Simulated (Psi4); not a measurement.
# AlH2ClF− (SMILES [F][AlH2-][Cl]) at 3 levels

Wanted: a comparison of 3 runs (HF/STO-3G, wB97X/6-31G*, CCSD(T)/cc-pVDZ) of AlH2ClF−. 

Program for the calculation: Psi4 1.11.

5 further runs of the same task are left out: 5 that didn't finish.

## (1) The molecule

AlH2ClF− has 5 atoms, charge -1, and is taken as a singlet. SMILES: `[F][AlH2-][Cl]`. Geometry: a GFN2-xTB relaxation, a rough one for these elements and not checked as a minimum.

Bond lengths: F1–Al2 1.693 Å, Al2–Cl3 2.112 Å, Al2–H4 1.585 Å, Al2–H5 1.585 Å. Angles: F1–Al2–Cl3 110.6°, F1–Al2–H4 109.3°, F1–Al2–H5 109.3°, Cl3–Al2–H4 107.1°, Cl3–Al2–H5 107.2°, H4–Al2–H5 113.5°.

## (2) Energy and one-electron properties at HF/STO-3G (density fitting, IEF-PCM methanol) (run 1)

Contents of calc.dat:

```
memory 1.6 GB

molecule {
  -1 1
  F     -1.193270     0.114160     1.228710
  Al    -0.086940     0.062310    -0.052380
  Cl     1.653880    -0.992940     0.511330
  H     -0.732650    -0.721820    -1.269020
  H      0.358980     1.538300    -0.418630
  symmetry c1
}

set scf_type df
set pcm true

pcm = {
  Units = Angstrom
  Medium {
    SolverType = IEFPCM
    Solvent = Methanol
  }
  Cavity {
    Type = GePol
    RadiiSet = UFF
    Scaling = False
    Area = 0.5
    Mode = Implicit
  }
}

e_tot, wfn = energy("scf/STO-3G", return_wfn=True)
oeprop(wfn, "MBIS_CHARGES", "NO_OCCUPATIONS", "ESP_AT_NUCLEI", "MULTIPOLE(3)", title="SCF")
print_variables()
```

Started as:

```
$ psi4 calc.dat calc.out -n 1
```

calc.out:

```text
[...]
  Running in c1 symmetry.
[...]
  Nuclear repulsion =  136.186831918029270
[...]
  Multiplicity = 1
[...]
  Nalpha       = 21
  Nbeta        = 21
[...]
    Number of basis functions: 25
[...]
   @DF-RHF iter   1:  -792.86885973754136   -1.94786e+00   9.12992e-03 DIIS/ADIIS
[...]
   @DF-RHF iter   6:  -792.92023900360073   -3.41271e-08   5.91071e-07 DIIS
[...]
    Orbital Energies [Eh]
    ---------------------
    Doubly Occupied:
       1A   -103.485200     2A    -57.730301     3A    -25.645374
       4A    -10.192988     5A     -7.635660     6A     -7.632294
       7A     -7.632251     8A     -4.656665     9A     -2.887337
      10A     -2.886343    11A     -2.885086    12A     -1.292138
      13A     -0.907725    14A     -0.464772    15A     -0.357082
      16A     -0.353611    17A     -0.339934    18A     -0.314145
      19A     -0.301180    20A     -0.283593    21A     -0.253691
[...]
  @DF-RHF Final Energy:  -792.92023900360073
   => Energetics <=
    Nuclear Repulsion Energy =            136.1868319180292701
    One-Electron Energy =               -1389.3844919983187083
    Two-Electron Energy =                 460.3688332358144635
    PCM Polarization Energy =              -0.0914121591256267
    Total Energy =                       -792.9202390036007273
[...]
 Multipole Moments:
 ------------------------------------------------------------------------------------
     Multipole            Electronic (a.u.)      Nuclear  (a.u.)        Total (a.u.)
 ------------------------------------------------------------------------------------
 L = 1.  Multiply by 2.5417464519 to convert [e a0] to [Debye]
 Dipole X            :          0.2114655           -0.3016803           -0.0902147
 Dipole Y            :         -1.2760474            1.1788608           -0.0971866
 Dipole Z            :          3.1222458           -2.7421453            0.3801005
 Magnitude           :                                                    0.4025672
 L = 2.  Multiply by 1.3450342976 to convert [e a0^2] to [Debye ang]
 Quadrupole XX       :       -220.9437127          192.6057173          -28.3379954
 Quadrupole XY       :         83.0410500          -80.8054720            2.2355780
[...]
```

It took 6.3 s on 1 thread of AMD EPYC 7R43 (Zen 3), shared host; peak memory 0.21 GiB.

Atomic charges (e):

| atom | MBIS |
| --- | --- |
| F1 | -0.614 |
| Al2 | +1.439 |
| Cl3 | -0.782 |
| H4 | -0.522 |
| H5 | -0.522 |

## (3) Energy and forces at wB97X/6-31G(d) (spherical functions) (run 2)

Contents of alclfh2.xyz:

```xyz
5
AlClFH2
F     -1.193270     0.114160     1.228710
Al    -0.086940     0.062310    -0.052380
Cl     1.653880    -0.992940     0.511330
H     -0.732650    -0.721820    -1.269020
H      0.358980     1.538300    -0.418630
```

Contents of alclfh2_ase.py:

```python
import numpy as np
from ase.calculators.psi4 import Psi4
from ase.io import read

atoms = read('alclfh2.xyz')
calc = Psi4(atoms=atoms, method='wb97x', basis='6-31G*', memory='1600MB', num_threads=1, charge=-1, multiplicity=1, label='alclfh2')
calc.psi4.set_options({'puream': True, 'e_convergence': 1e-09, 'd_convergence': 1e-08, 'scf_type': 'pk', 'dft_radial_points': 99, 'dft_spherical_points': 590})
atoms.calc = calc

forces = atoms.get_forces()
print(f'energy: {atoms.get_potential_energy():.6f} eV')
print('forces / eV A^-1')
print(np.round(forces, 5))
```

Started as:

```
$ python alclfh2_ase.py
```

alclfh2.dat:

```text
[...]
  Running in c1 symmetry.
[...]
  Nuclear repulsion =  136.186831918029270
[...]
  Multiplicity = 1
[...]
  Nalpha       = 21
  Nbeta        = 21
[...]
    Number of basis functions: 54
[...]
   @RKS iter   1:  -803.70982914576791   -7.92082e-01   8.89464e-03 ADIIS/DIIS
[...]
   @RKS iter  10:  -803.80071437254230   -6.02540e-12   6.67614e-09 DIIS
[...]
    Orbital Energies [Eh]
    ---------------------
    Doubly Occupied:
       1A   -101.266820     2A    -55.830700     3A    -24.482488
       4A     -9.321019     5A     -7.078453     6A     -7.075402
       7A     -7.075101     8A     -4.022175     9A     -2.573361
      10A     -2.571331    11A     -2.569734    12A     -1.027702
      13A     -0.727721    14A     -0.360146    15A     -0.295136
      16A     -0.289721    17A     -0.289699    18A     -0.237662
      19A     -0.232003    20A     -0.216846    21A     -0.170003
[...]
  @RKS Final Energy:  -803.80071437254230
   => Energetics <=
    Nuclear Repulsion Energy =            136.1868319180292701
    One-Electron Energy =               -1394.8023001925366771
    Two-Electron Energy =                 498.6720049661689131
    DFT Exchange-Correlation Energy =     -43.8572510642039504
    Empirical Dispersion Energy =           0.0000000000000000
    VV10 Nonlocal Energy =                  0.0000000000000000
    Total Energy =                       -803.8007143725423020
[...]
 Multipole Moments:
 ------------------------------------------------------------------------------------
     Multipole            Electronic (a.u.)      Nuclear  (a.u.)        Total (a.u.)
 ------------------------------------------------------------------------------------
 L = 1.  Multiply by 2.5417464519 to convert [e a0] to [Debye]
 Dipole X            :          0.6290673           -0.3016803            0.3273871
 Dipole Y            :         -1.5076758            1.1788608           -0.3288150
 Dipole Z            :          3.1990138           -2.7421453            0.4568685
 Magnitude           :                                                    0.6511762
[...]
  -Total Gradient:
     Atom            X                  Y                   Z
    ------   -----------------  -----------------  -----------------
       1        0.002427534522     0.000844538948    -0.005455471319
       2        0.021851160733    -0.011339809258     0.002390926320
       3       -0.025473383542     0.015939988286    -0.009716902559
       4        0.004932068297     0.006172937116     0.009728681133
       5       -0.003701591851    -0.011616380556     0.003004316056
[...]
```

The script printed:

```text
energy: -21872.531525 eV
forces / eV A^-1
[[-0.12483 -0.04343  0.28053]
 [-1.12363  0.58312 -0.12295]
 [ 1.30989 -0.81967  0.49966]
 [-0.25362 -0.31743 -0.50027]
 [ 0.19034  0.59734 -0.15449]]
```

Run time: 11 s. Hardware: 1 thread of AMD EPYC 7R43 (Zen 3), shared host; peak memory 0.61 GiB.

## (4) A single-point energy at CCSD(T)/cc-pVDZ (run 3)

Contents of input.json:

```json
{
 "schema_name": "qcschema_input",
 "schema_version": 1,
 "molecule": {
  "schema_name": "qcschema_molecule",
  "schema_version": 2,
  "symbols": ["F", "Al", "Cl", "H", "H"],
  "geometry": [-2.25495349, 0.21573113, 2.32192539, -0.16429279, 0.11774883, -0.09898385, 3.12538024, -1.87638466, 0.96627366, -1.38450785, -1.36404211, -2.39810025, 0.67837388, 2.9069657, -0.79109605],
  "molecular_charge": -1,
  "molecular_multiplicity": 1,
  "fix_symmetry": "c1"
 },
 "driver": "energy",
 "model": {
  "method": "ccsd(t)",
  "basis": "cc-pVDZ"
 },
 "keywords": {
  "puream": true,
  "e_convergence": 1e-09,
  "d_convergence": 1e-08,
  "scf_type": "pk",
  "num_frozen_docc": 11
 }
}
```

Started as:

```
$ psi4 --qcschema input.json -n 1 --memory 1600MB
```

stdout:

```text
[...]
  Running in c1 symmetry.
[...]
  Nuclear repulsion =  136.186832072048588
[...]
  Multiplicity = 1
[...]
  Nalpha       = 21
  Nbeta        = 21
[...]
    Number of basis functions: 60
[...]
   @RHF iter   1:  -802.14989709391091   -9.30141e-01   6.45210e-03 ADIIS/DIIS
[...]
   @RHF iter  10:  -802.20912971398116   -5.22959e-12   4.67220e-09 DIIS
[...]
    Orbital Energies [Eh]
    ---------------------
    Doubly Occupied:
       1A   -104.604872     2A    -58.274002     3A    -26.032505
       4A    -10.334483     5A     -7.801416     6A     -7.799585
       7A     -7.799526     8A     -4.688024     9A     -3.004131
      10A     -3.002792    11A     -3.001432    12A     -1.315598
      13A     -0.873471    14A     -0.457640    15A     -0.402464
      16A     -0.402187    17A     -0.352125    18A     -0.278295
      19A     -0.273374    20A     -0.252131    21A     -0.202444
[...]
  @RHF Final Energy:  -802.20912971398116
   => Energetics <=
    Nuclear Repulsion Energy =            136.1868320720485883
    One-Electron Energy =               -1394.4869238342257631
    Two-Electron Energy =                 456.0909620481959337
    Total Energy =                       -802.2091297139811559
[...]
 Multipole Moments:
 ------------------------------------------------------------------------------------
     Multipole            Electronic (a.u.)      Nuclear  (a.u.)        Total (a.u.)
 ------------------------------------------------------------------------------------
 L = 1.  Multiply by 2.5417464519 to convert [e a0] to [Debye]
 Dipole X            :          0.7803278           -0.3016803            0.4786476
 Dipole Y            :         -1.5591536            1.1788608           -0.3802928
 Dipole Z            :          3.1418583           -2.7421453            0.3997130
 Magnitude           :                                                    0.7304085
[...]
      * MP2 total energy                      = -802.612862657551318
[...]
      * CCSD total energy                     = -802.641208171336189
[...]
      * CCSD(T) total energy                  = -802.647235629867282
[...]
```

The result, in JSON:

```text
{
 "driver": "energy",
 "model": {
  "method": "ccsd(t)",
  "basis": "cc-pVDZ"
 },
 "success": true,
 "return_result": -802.6472356298673,
 "properties": {
  "calcinfo_nbasis": 60,
  "calcinfo_nmo": 60,
  "calcinfo_nalpha": 21,
  "calcinfo_nbeta": 21,
  "calcinfo_natom": 5,
  "nuclear_repulsion_energy": 136.1868320720486,
  "return_energy": -802.6472356298673,
  "scf_one_electron_energy": -1394.4869238342258,
  "scf_two_electron_energy": 456.09096204819593,
  "scf_dipole_moment": [0.4786475622640705, -0.3802927604415114, 0.39971295549589225],
  "scf_total_energy": -802.2091297139812,
  "scf_iterations": 10,
  "mp2_same_spin_correlation_energy": -0.10054682112038033,
  "mp2_opposite_spin_correlation_energy": -0.3031861224487778,
  "mp2_singles_energy": -1.951434196623635e-28,
  "mp2_doubles_energy": -0.4037329435691581,
  "mp2_correlation_energy": -0.4037329435691581,
  "mp2_total_energy": -802.6128626575513,
  "ccsd_same_spin_correlation_energy": -0.0924747009079408,
  "ccsd_opposite_spin_correlation_energy": -0.3396037564460785,
  "ccsd_singles_energy": 0.0,
  "ccsd_doubles_energy": -0.4320784573540193,
  "ccsd_correlation_energy": -0.4320784573540193,
  "ccsd_total_energy": -802.6412081713362,
  "ccsd_iterations": 14,
  "ccsd_prt_pr_correlation_energy": -0.4381059158851262,
  "ccsd_prt_pr_total_energy": -802.6472356298673
 }
}
```

Run time: 14 s. Hardware: 1 thread of AMD EPYC 7R43 (Zen 3), shared host; peak memory 0.3 GiB.

## (5) Overview of the runs

| run | level | task | radii | energy (Eh) | HOMO energy (eV) | LUMO energy (eV) | HOMO–LUMO gap (eV) | wall time |
| --- | --- | --- | --- | --- | --- | --- | --- | --- |
| 1 | HF/STO-3G (density fitting, IEF-PCM methanol) | properties | UFF | -792.920239 | -6.90 | 14.89 | 21.80 | 6.3 s |
| 2 | wB97X/6-31G* (spherical functions) | gradient | – | -803.800714 | -4.63 | 7.93 | 12.55 | 11 s |
| 3 | CCSD(T)/cc-pVDZ | energy | – | -802.647236 | -5.51 | 8.84 | 14.35 | 14 s |

## (6) Results

| quantity | value |
| --- | --- |
| run 3: total energy | -802.64724 Eh |
| run 3: HOMO energy (Hartree–Fock orbitals) | -5.51 eV |
| run 3: LUMO energy (Hartree–Fock orbitals) | 8.84 eV |
| run 3: HOMO–LUMO gap (to an unbound level, set by the basis) | 14.35 eV |
| run 3: correlation energy (11 core orbitals frozen) | -438.1 mEh |
| run 3: (T) correction | -6.03 mEh |
| run 3: T1 diagnostic | 0.010 |

What this shows: In run 1 the basis is minimal, so the values are rough. All runs together took 31 s, the longest 14 s.
